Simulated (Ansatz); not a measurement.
A nudged elastic band was laid between two geometries of AlH₃O (5 atoms, charge 0, multiplicity 1).

The calculation used RKS BLYP-D4/def2-mTZVP in Ansatz.

```json
{"movable images": "7", "climbing image": "yes", "spring": "5.0 eV/Å²", "optimiser": "quadratic models (default)", "start path": "through a guess of the saddle point", "force threshold": "0.05 eV/Å", "iteration limit": "60", "end points": "relaxed"}
```

Image 0:

```xyz
5
Properties=species:S:1:pos:R:3
Al 0.353 -0.084 0.185
H 0.237 -0.186 1.768
H 1.690 0.212 -0.608
O -1.039 -0.301 -0.807
H -1.913 -0.488 -0.423
```

Image 8:

```xyz
5
Properties=species:S:1:pos:R:3
Al -0.729 -0.210 -2.186
H 1.108 0.025 1.107
H 1.707 0.126 1.543
O -1.012 -0.319 -0.484
H -1.746 -0.469 0.135
```

(1) Which bonds break or form, and what moves?

(2) What energy profile does the band end with?

(3) What is the geometry of the highest image?

## Answers

(1) Bonds broken: Al1–H2, Al1–H3. Bonds formed: H2–H3. AlH3O becomes AlHO + H2.

(2) It converged. The highest image is number 2 of 0 to 8, 73.6 kcal/mol above the first end and 60.8 kcal/mol above the last; the last end lies 12.8 kcal/mol above the first. Neighbouring images differ by up to 2.4 eV, so the band resolves the path poorly. A vibrational analysis at the climbing image gives one clearly imaginary mode, 1321i cm⁻¹: a first-order saddle point. The orbitals stay closed-shell, which can raise the energy where a bond breaks towards radicals; this wasn't checked here.

```json
{"image": "0", "path coordinate (Å)": "0.00", "energy (kcal/mol)": "0.0", "Al1–H2 (Å)": "1.59", "Al1–H3 (Å)": "1.58", "H2–H3 (Å)": "2.81"}
{"image": "1", "path coordinate (Å)": "0.78", "energy (kcal/mol)": "19.0", "Al1–H2 (Å)": "1.58", "Al1–H3 (Å)": "1.54", "H2–H3 (Å)": "2.24"}
{"image": "2", "path coordinate (Å)": "1.56", "energy (kcal/mol)": "73.6", "Al1–H2 (Å)": "1.96", "Al1–H3 (Å)": "1.58", "H2–H3 (Å)": "1.50"}
{"image": "3", "path coordinate (Å)": "2.18", "energy (kcal/mol)": "30.3", "Al1–H2 (Å)": "2.28", "Al1–H3 (Å)": "1.95", "H2–H3 (Å)": "0.85"}
{"image": "4", "path coordinate (Å)": "2.80", "energy (kcal/mol)": "15.3", "Al1–H2 (Å)": "3.03", "Al1–H3 (Å)": "2.65", "H2–H3 (Å)": "0.75"}
{"image": "5", "path coordinate (Å)": "3.42", "energy (kcal/mol)": "13.6", "Al1–H2 (Å)": "3.78", "Al1–H3 (Å)": "3.21", "H2–H3 (Å)": "0.75"}
{"image": "6", "path coordinate (Å)": "4.04", "energy (kcal/mol)": "13.5", "Al1–H2 (Å)": "3.78", "Al1–H3 (Å)": "3.78", "H2–H3 (Å)": "0.75"}
{"image": "7", "path coordinate (Å)": "4.66", "energy (kcal/mol)": "13.1", "Al1–H2 (Å)": "3.61", "Al1–H3 (Å)": "4.13", "H2–H3 (Å)": "0.75"}
{"image": "8", "path coordinate (Å)": "5.27", "energy (kcal/mol)": "12.8", "Al1–H2 (Å)": "3.78", "Al1–H3 (Å)": "4.47", "H2–H3 (Å)": "0.75"}
```

(3) 
```xyz
5
Properties=species:S:1:pos:R:3
Al 0.381 0.055 -0.626
H 0.477 -0.240 1.309
H 1.589 0.165 0.384
O -1.297 -0.289 -0.867
H -1.822 -0.537 -0.085
```

Run time: 80 s on 1 thread of Intel(R) Xeon(R) 6975P-C (Granite Rapids) (shared host), peak memory 0.11 GiB.
